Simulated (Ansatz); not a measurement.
AlH2(CN) (CH2AlN), relaxed as a singlet with RKS r2SCAN-D4/def2-TZVP in Ansatz, starting from the GFN2-xTB geometry. Force threshold 0.02 eV/Å.

Start:

```xyz
5

Al   -0.219    0.076   -0.671
H     0.128   -1.003   -1.722
H    -1.040    1.315   -1.095
C     0.387   -0.131    1.199
N     0.744   -0.257    2.289
```

| step | energy (eV) | largest force component (eV/Å) | SCF passes |
| --- | --- | --- | --- |
| 1 | -9154.5154 | 0.979 | 16 |
| 2 | -9154.5564 | 0.203 | 20 |
| 3 | -9154.5578 | 0.035 | 21 |
| 4 | -9154.5578 | 0.004 | 22 |

Force components are those of the run's own axes.

End:

```tsv
atom	x (Å)	y (Å)	z (Å)
Al1	-0.221	0.076	-0.681
H2	0.172	-1.065	-1.689
H3	-1.052	1.365	-1.026
C4	0.372	-0.126	1.151
N5	0.728	-0.250	2.246
```

By distances, no bond broke or formed. The bond that changes most is Al1–C4, from 1.98 to 1.94 Å (atoms count from 1).

No frequencies were taken in this run, so the end may be a saddle point.

It took 3.4 s on 4 threads of Arm Neoverse V1 on a shared host.
